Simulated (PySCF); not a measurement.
B3LYP has the VWN-RPA correlation part, as in Gaussian. 

**C3H3N, SMILES `C(C=C)#N` (charge 0, multiplicity 1)**

Computed with B3LYP-D3(BJ)/def2-TZVP run with PySCF.

| Quantity | Result |
|---|---|
| HOMO | -8.23 eV |
| dipole moment | 4.01 D |
| HOMO–LUMO gap | 6.29 eV |
| LUMO | -1.94 eV |
| total energy | -4650.67 eV |
| cost | around 25 core-seconds (rough) |

```xyz
7

C     -0.7158    -0.7633    -0.1185
C     -0.1350     0.4337    -0.1586
C      1.1812     0.6740     0.3336
N      2.2432     0.8906     0.7253
H     -0.2108    -1.6255     0.2954
H     -1.7166    -0.9033    -0.5028
H     -0.6462     1.2938    -0.5746
```
Charge 0, spin multiplicity 1.
